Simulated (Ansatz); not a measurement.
# CH3BN with multiplicity 2: two geometries relaxed

Program: Ansatz 0.2.0. Level of theory: UKS PBE0-D4/def2-SVP. These are calculated values, not measurements.

**1. The starting structure**

Bond lengths: C1–B2 1.555 Å, B2–N3 1.241 Å, C1–H4 1.087 Å, C1–H5 1.087 Å, C1–H6 1.087 Å. Angles: C1–B2–N3 180.0°, B2–C1–H4 110.2°, B2–C1–H5 110.3°, B2–C1–H6 110.1°, H4–C1–H5 108.8°, H4–C1–H6 108.8°, H5–C1–H6 108.8°.

As a file:

```xyz
6

C    -0.3182    0.3662   -0.2318
B     0.6024   -0.6920    0.4386
N     1.3377   -1.5365    0.9747
H    -1.0509    0.7323    0.4824
H     0.2717    1.2059   -0.5888
H    -0.8428   -0.0760   -1.0751
```

**2. Relaxing end A**

input.yaml

```yaml
crystal:
  periodic: [false, false, false]
  atoms:
    - { symbol: C, position_ang: [-0.31819, 0.36622, -0.23182] }
    - { symbol: B, position_ang: [0.60241, -0.69199, 0.4386] }
    - { symbol: "N", position_ang: [1.33773, -1.5365, 0.97466] }
    - { symbol: H, position_ang: [-1.05086, 0.73231, 0.48244] }
    - { symbol: H, position_ang: [0.27169, 1.20593, -0.58882] }
    - { symbol: H, position_ang: [-0.84278, -0.07597, -1.07506] }
magnetization:
  spin_polarized: true
  initial_magnetization: 1
basis:
  gaussian: { orbitals: def2-SVP }
hamiltonian:
  xc: pbe0
  dispersion: d4
relax:
  f_tol: 0.02
  max_steps: 50
```

On the command line:

```sh
$ ansatz run input.yaml --threads 1 --pin off --max-ram 2048MiB --backend cpu --events-out ev --progress --plain --runs-dir out
```

Q: Estimate wall time and peak memory on 1 thread of Intel Xeon at 2.70GHz, shared host.

About 60 s, with a peak of 0.15 GiB.
